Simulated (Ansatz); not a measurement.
HSiCl, singlet: reading a ladder of total energies

Geometry: a PBE0/def2-TZVP stationary point for this spin, not checked as a minimum.

```xyz
3

Si    0.0000   -0.0890    1.1358
Cl    0.0000    0.0300   -0.9381
H     0.0000    1.4253    1.3486
```

Basis cc-pVDZ; Ansatz 0.2.0. Only valence electrons are correlated (noble-gas cores frozen), which leaves 12 electrons in 31 orbitals. Prefix R: restricted or restricted open-shell reference.

Full CI isn't at hand for all of this; RCCSDTQ serves as the reference, and is uncertain by about the last step of the cluster series.

Runs differ by some tens of microhartree through their thresholds, so steps under 0.03 kcal/mol mean nothing.

| level | total energy (hartree) |
| --- | --- |
| RHF | -749.010946 |
| RMP2 | -749.225975 |
| RCCSD | -749.257446 |
| RCCSD(T) | -749.263466 |
| RCCSDT | -749.264247 |
| RCCSDT(Q) | -749.264770 |
| RCCSDTQ | -749.264763 |

Problem. What is the correlation energy at RCCSDTQ, and what share of it do RMP2 and RCCSDT recover?

Solution. E(corr) = -749.264763 − (-749.010946) = -0.253817 hartree = -6.907 eV. RMP2: -0.215029 / -0.253817 = 84.72 %. RCCSDT: -0.253301 / -0.253817 = 99.80 %.

Problem. By how many kcal/mol does RCCSD(T) miss RCCSDTQ (1 hartree = 627.509 kcal/mol), and which steps make up the rest?

Solution. -749.263466 − (-749.264763) = 0.001297 hartree = 0.81 kcal/mol. Steps: RCCSDT − RCCSD(T) = -0.49, RCCSDT(Q) − RCCSDT = -0.33, RCCSDTQ − RCCSDT(Q) = 0.00 kcal/mol. Differences between like states or geometries often cancel part of this.
